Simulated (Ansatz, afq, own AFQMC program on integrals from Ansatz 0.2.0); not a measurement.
Two steps: Ansatz 0.2.0 writes the Fock matrix and Cholesky factors of the valence space, and afq projects on them the lowest state that overlaps trial and start.

```yaml
crystal:
  periodic: [false, false, false]
  atoms:
    - {symbol: Si, position_ang: [0.000000, 0.123500, 4.620449]}
    - {symbol: C, position_ang: [0.000000, -0.428536, -1.903236]}
    - {symbol: H, position_ang: [0.000000, 0.305036, -2.717213]}
basis:
  gaussian: {orbitals: cc-pVDZ}
magnetization: {spin_polarized: true, initial_magnetization: 3}
correlation: {method: ccsd_t, electrons: outside_noble_gas, hamiltonian_folder: ham}
```

```sh
$ ansatz run in.yaml --threads 1 --pin off --events-out ev --progress --plain --max-ram 1382MiB
```

afq runs on the folder ham with

```
--method free --trial mp1 --walkers 100 --time-step 0.01 --max-blocks 60 --target-error 0.00144 --factor-cut 0.0001 --seed 5553 --times 0.0,0.5,1.0,2.0,3.0,4.0 --taylor-order 4
```

Times are imaginary, in 1/Eh. The walk had a cap of 268 s.

Output of the walk:

```
orbitals 31  electrons 6 3  factors 159 of 362
reference energy -327.12259957 Eh
CCSD correlation -0.16870575 Eh in 25 cycles, weight of the determinant in the CISD state 0.8839
repeat  energy at the last time / Eh  error
    10  -327.292620  0.001654
    20  -327.293862  0.001418
    30  -327.293807  0.001183
time / (1/Eh)  energy / Eh  error  mean overlap
  0.00  -327.291938  0.000527  1.0873
  0.50  -327.294229  0.000487  1.0783
  1.00  -327.294500  0.000582  1.0811
  2.00  -327.294791  0.000693  1.0946
  3.00  -327.294944  0.000997  1.0937
  4.00  -327.293695  0.001142  1.0967
energy -327.293695 +/- 0.001142 Eh
```

The run passed its tests (error under three times the target), which doesn't prove that it has relaxed.

Against this walk (error 31.1 meV) on the same determinant: CCSD(T) 10.8 meV lower (within the noise), CCSDT(Q) 38.0 meV lower (within the noise). The error is statistical, and a free projection of finite length keeps a remainder of its start. The last points scatter (meV from the last: -15 ± 13 at 0.50, -22 ± 16 at 1.00, -30 ± 19 at 2.00, -34 ± 27 at 3.00, 0 ± 31 at 4.00); the last is the one printed as the energy, and the gaps above move with that scatter.

Cautions: remainder of the start not in the error; lower spins were not checked; an unrestricted solution with more broken spin lies lower (92 meV, ⟨S²⟩ 4.10).

The walk took 2.6 min on 1 thread of Intel(R) Xeon(R) Platinum 8175M CPU @ 2.50GHz (Skylake/Cascade Lake), on a shared host. The log's last line is the free-projection energy.

CCSDT and higher add their correlation energy to the determinant of the CCSD(T) run, since their own runs factorise the integrals more tightly (a shift of under 2 meV). A walk keeps the symmetry of its determinant, which the program's search chose and which needn't be the lowest solution, so a lower state of the same spin and another symmetry isn't excluded.
